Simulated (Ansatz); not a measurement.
## Ansatz (development build ahead of 0.2.0) run

```yaml
crystal:
  periodic: [false, false, false]
  atoms:
    - { symbol: C, position_ang: [-0.12664, -0.03913, 0.00231] }
    - { symbol: H, position_ang: [1.1025, 0.09169, -0.08685] }
    - { symbol: H, position_ang: [-0.53963, 0.98435, 0.10144] }
    - { symbol: H, position_ang: [-0.52221, -0.92157, -0.05533] }
basis:
  gaussian: { orbitals: aug-cc-pVDZ }
magnetization:
  spin_polarized: true
  initial_magnetization: 1
hamiltonian:
  xc: hf
correlation:
  method: mp2
  frozen_orbitals: { C: 1, H: 0 }
```

The input is written out in the form of the current development build from the run's settings.

Results

```yaml
Converged: yes
Reference_energy: -39.53674 hartree
Correlation_energy: -0.13319 hartree
Total_energy: -39.66993 hartree
Spin_squared_of_the_determinant: 0.764
```
